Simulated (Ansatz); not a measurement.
## C₄H₁₀S, SMILES CC(C)CS: a single point in a Gaussian basis, step by step

Computed with Ansatz's Python interface.

Run as a notebook:

```python
import json

import ansatz as az

geometry_ang = [
    ('C', [-1.0492, -0.675, 0.9069]),
    ('C', [0.239, 0.0048, 0.41]),
    ('C', [1.2452, -1.07, 0.0309]),
    ('C', [-0.011, 0.9119, -0.7685]),
    ('S', [-1.053, 2.3969, -0.3197]),
    ('H', [-1.8058, 0.0212, 1.2585]),
    ('H', [-1.5097, -1.3027, 0.0612]),
    ('H', [-0.8169, -1.3845, 1.6591]),
    ('H', [0.6473, 0.5592, 1.2398]),
    ('H', [2.2401, -0.6408, -0.2759]),
    ('H', [0.8826, -1.6645, -0.8159]),
    ('H', [1.4692, -1.7835, 0.8948]),
    ('H', [0.9635, 1.313, -1.1379]),
    ('H', [-0.5037, 0.3882, -1.6069]),
    ('H', [-1.0113, 2.9759, -1.5747]),
]
molecule = az.Crystal.molecule()
for symbol, xyz in geometry_ang:
    molecule = molecule.atom(symbol, xyz)
```

```python
calc = molecule.calculation()
calc = calc.basis(gaussian='def2-SVPD').correlation('rpa')
out = calc.run(threads=1, backend='cpu')
data = out.report

data['n_occupied'], data['n_virtual']
```

    ([16, 16], [162, 162])

```python
print(f'E = {data["free_energy_ev"]:.6f} eV = {data["free_energy_ev"] / 27.211386246:.7f} Ha')
print('converged:', data['converged'], ' doubts:', data['published_state_doubts'] or 'none')
```

    E = -15115.868200 eV = -555.4979104 Ha
    converged: True  doubts: none

```python
parts = data['correlation']
for name in ('random_phase', 'coupled_cluster', 'perturbative'):
    if name in parts:
        print(f'{name:16s} {parts[name]["energy"]["hartree"]:12.7f} Ha')
if 'second_order' in parts:
    pair = parts['second_order']
    print(f'MP2 same spin {pair["same_spin"]["hartree"]:.7f} Ha, opposite spin {pair["opposite_spin"]["hartree"]:.7f} Ha')
with open('c4h10s.json', 'w') as handle:
    json.dump({k: data[k] for k in ('free_energy_ev', 'reference_energy_ev', 'n_occupied', 'n_virtual')}, handle, indent=1)
```

    random_phase       -0.9058814 Ha

It writes `c4h10s.json`:
```json
{
 "free_energy_ev": -15115.868199988574,
 "reference_energy_ev": -15091.217910145017,
 "n_occupied": [
  16,
  16
 ],
 "n_virtual": [
  162,
  162
 ]
}
```

What to keep in mind:
- Total energies depend on the basis set; only differences at equal settings carry meaning.
- The geometry is a force-field or estimated start, not a minimum of this method, and the basis set is short of its limit.
- Wall time of the script: 12 s on 1 thread of Arm Neoverse V1 (shared host), peak memory 0.57 GiB.

(Lines on the test bed's own set-up are left out of the output.)
